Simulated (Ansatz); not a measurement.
**PH2 (SMILES [PH2]): the energy, rung by rung**

PH2: 3 atoms, total charge 0, spin state doublet. SMILES: `[PH2]`. The coordinates come from a PBE0-D4/def2-TZVP relaxation.

| atom | x (Å) | y (Å) | z (Å) |
| --- | --- | --- | --- |
| P | 0.5257 | -0.3094 | 0.2582 |
| H | 0.1146 | 1.0515 | 0.1767 |
| H | -0.6404 | -0.7421 | -0.4350 |

Each level gives the energy change with the P1–H3 bond stretched from 1.424 to 3.560 Å (eV). The values are calculated.

| level | kind | program | value (eV) | less FCI/6-31G* | CPU time (all runs) |
| --- | --- | --- | --- | --- | --- |
| USVWN5/6-31G* (spherical functions) | LDA | Ansatz | 3.74 | +0.85 | 2.3 s |
| UPBE/6-31G* (spherical functions) | GGA | Ansatz | 3.35 | +0.46 | 5.4 s |
| U-r2SCAN/6-31G* (spherical functions) | meta-GGA | Ansatz | 3.33 | +0.44 | 13 s |
| U-r2SCAN0/6-31G* (spherical functions) | hybrid meta-GGA | Ansatz | 3.30 | +0.41 | 14 s |
| UB3LYP/6-31G* (spherical functions) | global hybrid | Ansatz | 3.40 | +0.51 | 6.2 s |
| UHSE06/6-31G* (spherical functions) | range-separated hybrid | Ansatz | 3.32 | +0.43 | 7.4 s |
| UMP2/6-31G* (spherical functions) | perturbation theory | Ansatz | 2.80 | -0.09 | 0.62 s |
| UCCSD(T)/6-31G* (spherical functions) | coupled cluster or CI | Ansatz | 2.91 | +0.02 | 1.1 s |
| FCI/3-21G | exact in the basis | Ansatz | 2.54 | -0.35 | 1.5 s |
| FCI/6-31G* (spherical functions) | exact in the basis | Ansatz | 2.89 | 0.00 | 10 s |

FCI/6-31G* (spherical functions) is exact within its basis and frozen core, so for wave-function methods in that basis the difference is their error; functionals converge differently with the basis, so for them it is only a difference. The first shape isn't each level's own minimum. The values span 2.54 to 3.74 eV. Spin contamination of the reference (⟨S²⟩ at least 0.1 too high) touches USVWN5/6-31G*, UPBE/6-31G*, U-r2SCAN/6-31G*, U-r2SCAN0/6-31G*, UB3LYP/6-31G*, UHSE06/6-31G*, UMP2/6-31G*, UCCSD(T)/6-31G*. High-level rows in very small sets aren't better than simpler rows in larger ones. Times are those of the runs behind each value, whatever else they computed, on shared processors of several kinds: orders of magnitude only.
